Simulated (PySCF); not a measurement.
Lithium: a sound run and one with changed settings

Sound run: Li [He] 2s1, Li+ 1s2. Computed with PySCF 2.14 in pcseg-2 (4s2p1d, 15 functions), with no relativity, point nucleus. The sound run starts from symmetry-adapted Hartree-Fock orbitals and uses a fine grid where one is needed.

Changed run: initial guess atom, at most 50 SCF cycles, level shift 10.0 hartree.

```csv
species,method,sound run (hartree),changed run (hartree),converged
Li,UHF,-7.43074,-7.43056,no
Li,BP86,-7.48026,-7.47615,no
Li,MN15,-7.48881,-4.59093,no
Li+,UHF,-7.23461,-7.23461,yes
Li+,BP86,-7.27596,-7.27596,yes
Li+,MN15,-7.29981,-7.29981,yes
```

A level shift slows the SCF but leaves a converged energy unchanged.
